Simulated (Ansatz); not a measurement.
This geometry of C₄H₈O (13 atoms, charge 0, multiplicity 1) is a first-order saddle point.

All numbers below come from Ansatz 0.2.0, RKS PBE-D4/def2-SVP.

```xyz
13
Properties=species:S:1:pos:R:3
O -1.723 -0.399 1.444
C -0.564 -0.931 0.816
C 0.386 0.134 0.320
C 1.111 -0.027 -0.995
C -0.011 0.975 -0.878
H -1.548 0.546 1.597
H -0.022 -1.615 1.515
H -0.891 -1.558 -0.046
H 0.941 0.656 1.121
H 2.145 0.346 -1.067
H 0.927 -0.947 -1.573
H -0.972 0.738 -1.363
H 0.242 2.047 -0.876
```

Task: Which two structures does it join? (They come from a converged band through this point; their orientation in space is the band's.)

Result: No bond is made or broken. The dihedral H6–O1–C2–C3 goes from 52 to -59°.

Initial state:

```xyz
13
Properties=species:S:1:pos:R:3
O -1.505 -0.368 1.737
C -0.529 -0.899 0.860
C 0.424 0.150 0.333
C 1.114 -0.038 -0.995
C 0.017 0.992 -0.862
H -1.920 0.378 1.265
H 0.027 -1.664 1.443
H -0.988 -1.437 -0.012
H 0.994 0.670 1.123
H 2.154 0.309 -1.097
H 0.891 -0.957 -1.563
H -0.950 0.772 -1.346
H 0.292 2.058 -0.871
```

Final state:

```xyz
13
Properties=species:S:1:pos:R:3
O -1.789 -0.332 1.369
C -0.621 -0.866 0.768
C 0.353 0.187 0.282
C 1.153 -0.036 -0.982
C 0.034 0.979 -0.963
H -1.497 0.216 2.121
H -0.089 -1.579 1.449
H -0.972 -1.466 -0.100
H 0.871 0.734 1.092
H 2.192 0.325 -1.013
H 0.991 -0.978 -1.531
H -0.903 0.734 -1.489
H 0.296 2.048 -0.987
```

Task: How far does it lie above each of them?

Result: 1.9 kcal/mol above the first and 0.7 kcal/mol above the second. This is the barrier of this one path; another mechanism may lie lower.

Run time: 97 s on 2 threads of Intel(R) Xeon(R) Platinum 8488C (Sapphire Rapids), on a shared host, peak memory 0.16 GiB.
